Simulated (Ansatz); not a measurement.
**BH3O2 (built from SMILES OBO): a saddle search**

Does the minimum-mode search get back to a saddle from here?

Method: PBE-D4/def2-SVP; program: Ansatz 0.2.0, Gaussian basis.

### Step 1. The starting structure

The start, a known saddle point with all atoms moved at random by about 0.06 Å a coordinate: 6 atoms, charge 0, spin multiplicity 1.

Atoms are counted from 1 here; the program's logs count them from 0.

Bond lengths: B1–O2 1.558 Å, B1–O3 1.178 Å, B1–H5 1.280 Å, O2–H4 1.169 Å, O2–H6 0.926 Å. Angles: O2–B1–O3 101.1°, O2–B1–H5 125.9°, O3–B1–H5 133.0°, B1–O2–H4 67.4°, B1–O2–H6 114.8°, H4–O2–H6 118.9°.

As a file:

```xyz
6
BH3O2
B    -0.4771    0.1261   -0.4428
O     0.5250    0.2526    0.7430
O    -0.8938   -0.9629   -0.2735
H    -0.0394   -0.7707    0.7392
H    -0.6991    1.0157   -1.3354
H     1.4173    0.2727    0.4962
```

### Step 2. The search

run/in.yaml reads:

```yaml
crystal:
  periodic: [false, false, false]
  atoms:
    - {symbol: B, position_ang: [-0.477101, 0.126096, -0.442829]}
    - {symbol: O, position_ang: [0.524971, 0.252626, 0.742989]}
    - {symbol: O, position_ang: [-0.893775, -0.962900, -0.273502]}
    - {symbol: H, position_ang: [-0.039449, -0.770748, 0.739223]}
    - {symbol: H, position_ang: [-0.699101, 1.015706, -1.335440]}
    - {symbol: H, position_ang: [1.417270, 0.272699, 0.496204]}
basis:
  gaussian: {orbitals: def2-SVP}
hamiltonian: {xc: pbe, dispersion: d4}
saddle:
  f_tol: 0.02
  max_steps: 40
  mode_guess:
    - [-0.2710, -0.1438, -0.1908]
    - [-0.0398, -0.1917, 0.1198]
    - [-0.2525, -0.0237, -0.3244]
    - [0.5759, 0.4171, 0.3472]
    - [0.0362, 0.0565, 0.0195]
    - [-0.0488, -0.1144, 0.0287]
```

Command:

```sh
$ ansatz run in.yaml --threads 2 --pin off --events-out ev --progress --plain --max-ram 4352MiB
```

**Question.** What will these runs give? Wanted: energy change; last largest force; RMSD from the start; RMSD from the known saddle.

As calculated:

| quantity | value |
| --- | --- |
| steps | 9 |
| energy change | -0.690 eV |
| last largest force | 0.0003 eV/Å |
| RMSD from the start | 0.084 Å |
| RMSD from the known saddle | 0.025 Å |

**Reading.** It converged in 9 steps at a force tolerance of 0.02 eV/Å. It is back at the known saddle, up to the shift that another level brings.
